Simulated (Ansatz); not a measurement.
How basis sets differ on PN (phosphorus nitride)

The species is PN (2 atoms), meant as a singlet with charge 0. SMILES: `N#P`. The bond length is the measured one.

```
atom   x (Å)   y (Å)   z (Å)
   N  0.0000  0.0000  0.0000
   P  0.0000  0.0000  1.4909
```

Each level gives the HOMO–LUMO gap (eV). The values are calculated.

```
                              level  kind  program  value (eV)  CPU time
                     PBEsol/splines   GGA   Ansatz        4.33      15 s
                     PBEsol/cc-pVDZ   GGA   Ansatz        4.47    0.44 s
PBEsol/6-31G* (Cartesian functions)   GGA   Ansatz        4.49    0.38 s
                     PBEsol/cc-pVTZ   GGA   Ansatz        4.40    0.61 s
                     PBEsol/pcseg-2   GGA   Ansatz        4.36     0.6 s
                  PBEsol/def2-TZVPP   GGA   Ansatz        4.35    0.65 s
                 PBEsol/aug-cc-pVTZ   GGA   Ansatz        4.38     1.3 s
                     PBEsol/cc-pVQZ   GGA   Ansatz        4.37     1.1 s
```

The values span 4.33 to 4.49 eV. Orbital gaps aren't excitation energies. CPU times are rough (shared hosts, several kinds of processor): they show what a rung costs within a factor of a few.
